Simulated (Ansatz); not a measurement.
hcp Cd was calculated with PBEsol in Ansatz (PAW).

Numerical settings: plane-wave cutoff 520 eV, 18×18×8 k mesh (along the axes of the cell as run), Fermi–Dirac smearing 0.1 eV, perturbation theory, scalar-relativistic PAW data made under PBE.

Computed at the level's own relaxed cell.

```xyz
2
Lattice="2.9500 0.0000 0.0000 -1.4750 2.5548 0.0000 0.0000 0.0000 5.5781" Properties=species:S:1:pos:R:3 pbc="T T T"
Cd     1.4750     0.8516     4.1836
Cd     0.0000     1.7032     1.3945
```

Harmonic phonon frequencies (cm⁻¹; i marks an imaginary mode):

```csv
q point,frequencies
Γ,(withheld)
M,(withheld)
K,35 35 117 123 123 129
A,(withheld)
L,(withheld)
H,33 33 123 123 126 126
```

Some entries are withheld; supply them.


- Γ, frequencies: 0 0 0 38 38 96
- M, frequencies: 38 49 76 79 148 154
- A, frequencies: 31 31 31 31 65 65
- L, frequencies: 38 38 76 76 154 154

No imaginary mode appears at these points.

Ansatz is a quantum-chemistry and plane-wave program.
